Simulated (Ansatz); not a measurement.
```yaml
crystal:
  periodic: [false, false, false]
  atoms:
    - {symbol: F, position_ang: [0.695925, 2.137115, 0.619549]}
    - {symbol: C, position_ang: [0.841083, -0.700702, 0.385309]}
    - {symbol: F, position_ang: [-1.537008, -1.436413, -1.004858]}
basis:
  gaussian: {orbitals: x2c-TZVPPall}
hamiltonian: {xc: {name: BLYP}, dispersion: d3bj}
scf: {lower_state_search: full}
```

```sh
$ ansatz run in.yaml --threads 2 --pin off --events-out ev --progress --plain --max-ram 32768MiB --backend cpu
```

It prints (some lines left out):

```
Functional definition: BLYP
492 factors; their error is unknown
mean field evaluation 1: about -6441.5173 eV, gradient 8.3e1 eV
mean field evaluation 2: about -5624.1014 eV, gradient 3.8e2 eV
mean field evaluation 4: about -6288.3862 eV, gradient 2.1e2 eV
mean field evaluation 8: about -6464.0513 eV, gradient 2.6e1 eV
mean field evaluation 16: about -6465.2453 eV, gradient 4.1e-6 eV
mean field -6465.24529602 eV, -237.5933823279 hartree, gradient 4.1e-6 eV, S^2 0.000000; 9 other end points of the search recorded, 0 dependent functions left out
reference -6465.24551174 eV, -237.5933902556 hartree; 12, 12 occupied and 81, 81 virtual orbitals, 492 factors
Total energy: -6465.28091599 eV, -237.5946913380 hartree
Relativity: scalar
```

**Question.** Something in this input is off. What?

**Answer.** The geometry is stretched to more than twice its size. The run converged. The result belongs to that input, not to the molecule as meant.
